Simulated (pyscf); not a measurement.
Addition across a multiple bond or ene-type step: HC≡C–CH₃ + NH₃ → H₃C–CH=CH–NH₂

Gas phase, singlet surface, charge 0. Bonds broken: N8–H9. Bonds formed: C2–H9, C3–N8. Optimised with ωB97X-D3(BJ)/def2-SVP in PySCF. MP2 and CC: frozen core, UHF for open shells. ΔMP2 is the change of the MP2 total energy from the triple- to the quadruple-zeta basis.

Transition state (Å):

```xyz
11

C      1.2034    -0.9399     0.1565
C      1.0856     0.0976     1.2338
C      0.1676     1.0884     1.1300
H      0.3767    -1.0292    -0.5811
H      1.3946    -1.9389     0.5805
H      2.1177    -0.6872    -0.4112
H      0.0370     1.9537     1.7889
N     -0.9359     1.1286    -0.0321
H     -0.8075     0.3172     0.9703
H     -0.5603     1.0486    -0.9736
H     -1.5878     1.8980     0.0850
```

One imaginary mode, 1632i cm⁻¹; descent along it reached the two sides named.

```json
[
 {"bond": "N8–H9", "change": "breaks", "reactant side (Å)": "1.020", "saddle": "1.296", "product side": "3.4"},
 {"bond": "C2–H9", "change": "forms", "reactant side (Å)": "4.9", "saddle": "1.924", "product side": "1.094"},
 {"bond": "C3–N8", "change": "forms", "reactant side (Å)": "3.3", "saddle": "1.603", "product side": "1.394"}
]
```

Electronic energies relative to the separated reactants (kcal/mol):

```json
[
 {"level": "ωB97X-D3(BJ)/def2-TZVP", "barrier": "81.9", "reaction energy": "-34.5", "reverse barrier": "116.4"},
 {"level": "PBE/def2-TZVP", "barrier": "73.7", "reaction energy": "-34.5", "reverse barrier": "108.1"},
 {"level": "r²SCAN/def2-TZVP", "barrier": "76.4", "reaction energy": "-34.9", "reverse barrier": "111.3"},
 {"level": "B3LYP-D3(BJ)/def2-TZVP", "barrier": "82.0", "reaction energy": "-32.4", "reverse barrier": "114.4"},
 {"level": "PBE0-D3(BJ)/def2-TZVP", "barrier": "76.5", "reaction energy": "-37.4", "reverse barrier": "113.9"},
 {"level": "M06-2X/def2-TZVP", "barrier": "83.4", "reaction energy": "-31.8", "reverse barrier": "115.2"},
 {"level": "ωB97M-D3(BJ)/def2-TZVP", "barrier": "82.4", "reaction energy": "-31.9", "reverse barrier": "114.3"},
 {"level": "HF/def2-TZVP", "barrier": "100.4", "reaction energy": "-26.9", "reverse barrier": "127.3"},
 {"level": "MP2/def2-QZVPP", "barrier": "89.4", "reaction energy": "-28.1", "reverse barrier": "117.5"},
 {"level": "CCSD/def2-TZVPP", "barrier": "90.0", "reaction energy": "-29.0", "reverse barrier": "119.0"},
 {"level": "CCSD(T)/def2-TZVPP", "barrier": "87.0", "reaction energy": "-29.3", "reverse barrier": "116.3"},
 {"level": "CCSD(T)/def2-TZVPP + ΔMP2(QZVPP)", "barrier": "86.9", "reaction energy": "-29.2", "reverse barrier": "116.1"}
]
```

With CCSD(T)/def2-TZVPP + ΔMP2(QZVPP) energies and thermal terms (ideal gas, 1 atm, RRHO with modes under 100 cm⁻¹ raised to 100, one conformer, R ln 2 for rigid chiral ones), in kcal/mol:

```
T (K)   ΔH‡    ΔG‡     ΔH     ΔG
-----  ----  -----  -----  -----
298    85.1   95.0  -26.2  -16.3
600    85.2  105.1  -26.3   -6.2
900    85.9  114.9  -25.6   +3.8
1200   86.8  124.4  -24.6  +13.4
```

From the product side, H₃C–CH•–CH=NH + H• lies, by one bond made or cut, 21.8 kcal/mol under this saddle at ωB97M-D3(BJ). This is the saddle that the search found; another between the same sides may lie lower. The CCSD(T) − MP2 part came from Ansatz, without density fitting, on the same reference.
